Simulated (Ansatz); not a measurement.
Basis-set extrapolation for C₄H₄F₂, SMILES `F[C@@H]1C=C[C@H]1F` (PBE0-D4/def2-TZVP geometry, frozen core, Ansatz 0.2.0). Multiplicity 1, RHF reference.

```json
{"": "HF", "def2-TZVPP": "-352.756480", "def2-QZVPP": "-352.771673"}
{"": "MP2 correlation", "def2-TZVPP": "-1.128992", "def2-QZVPP": "-1.218741"}
{"": "CCSD(T) correlation", "def2-TZVPP": "-1.200061", "def2-QZVPP": "not run"}
```

Energies in hartree. Use E(X) = E(∞) + A·exp(−7.88·√X) for Hartree–Fock and E(X) = E(∞) + B·X^(−2.97) for correlation, with X = 3 and 4, and add CCSD(T) minus MP2 of the smaller set to the MP2 limit.

Problem. What is the CCSD(T) energy at the basis-set limit?

Solution. HF limit: -352.771673 + (-0.015193) × 0.13774 = -352.77377. MP2 limit: -1.218741 + (-0.089749) × 0.74074 = -1.28522. Higher-order term: -1.200061 − (-1.128992) = -0.07107. Total: -354.13006 hartree, 455.6 kJ/mol below CCSD(T)/def2-TZVPP.
